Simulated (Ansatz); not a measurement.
We consider fluorite CdF2, described by r²SCANh (plane waves, PAW; Ansatz, a program for electronic structure).

Run with plane-wave cutoff 600 eV, 8×8×8 k mesh, scalar-relativistic PAW data made under PBE.

Computed at the level's own relaxed cell.

Question: What does this level give for the elastic constant C44, Poisson ratio, elastic constant C11 and elastic constant C12?

Answer: 
* **elastic constant C44**: 24.9 GPa
* **Poisson ratio**: 0.360
* **elastic constant C11**: 196 GPa
* **elastic constant C12**: 75.4 GPa

Elastic constants are with the ions relaxed.

Computed values are for the static lattice.
